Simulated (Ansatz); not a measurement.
# SiC (triplet): RPA-PBE over a scan of the distance Si1–C2, 6-31G

How well do these functionals follow the top wave-function level for SiC (triplet) over a scan of the distance Si1–C2?

Program: Ansatz 0.2.0, Gaussian basis. Level of theory: 6-31G, all electrons in the functionals, frozen cores in the correlation of double hybrids and RPA. These are calculated values, not measurements.

To be run: RPA-PBE, at 1.344 Å; 1.525 Å; 1.710 Å; 1.894 Å; 2.076 Å; 2.304 Å; 2.721 Å; 3.142 Å; 3.782 Å; 4.607 Å; 5.761 Å.

25 further runs of the same task are left out: 3 for a known fault of the program, 21 that didn't finish, 1 set aside as unsound or not needed.

### 1 The geometry

The geometry derives from a PBE0/def2-TZVP stationary point (not a proven minimum). One bond is set to the value named and the two fragments are kept rigid.

2 atoms, charge 0, spin multiplicity 3.

Atoms are counted from 1 here; the program's logs count them from 0.

Bond lengths: Si1–C2 1.710 Å.

No dispersion term is added.

The geometry shown and the zero of energy belong to the point 1.710 Å. The yardstick, FCI, and other wave-function levels (R restricted, U unrestricted, valence and pair active spaces) come from earlier runs.

### 2 RPA-PBE, 1.344 Å

Contents of in.yaml:

```yaml
crystal:
  periodic: [false, false, false]
  atoms:
    - {symbol: Si, position_ang: [0.000000, 0.000000, 0.000000]}
    - {symbol: C, position_ang: [0.000000, 0.000000, 1.344000]}
basis:
  gaussian: {orbitals: 6-31G}
magnetization: {spin_polarized: true, initial_magnetization: 2}
hamiltonian: {xc: {name: PBE}}
correlation: {method: rpa, electrons: outside_noble_gas}
```

Run with:

```sh
$ ansatz run in.yaml --threads 1 --pin off --events-out ev --progress --plain --max-ram 2393MiB
```

Further steps of the session: RPA-PBE, 1.525 Å; RPA-PBE, 1.710 Å; RPA-PBE, 1.894 Å; RPA-PBE, 2.076 Å; RPA-PBE, 2.304 Å; RPA-PBE, 2.721 Å; RPA-PBE, 3.142 Å; RPA-PBE, 3.782 Å; RPA-PBE, 4.607 Å; RPA-PBE, 5.761 Å.

**Question.** What will the summary of the whole plan be? Wanted: span of the FCI curve; largest miss, RPA-PBE.

**Answer**, as computed:

| quantity | value |
| --- | --- |
| span of the FCI curve | 5.335 eV |
| largest miss, RPA-PBE | -0.610 eV (2.721 Å) |

What this shows: RPA-PBE strays by up to 0.610 eV, at 2.721 Å. RPA-PBE clearly breaks the spin symmetry at some points (⟨S²⟩ up to 1.00 above the pure value), so energy there is bought with a mixed spin. Functionals and the yardstick converge differently with the basis, so part of each miss in 6-31G is the basis.
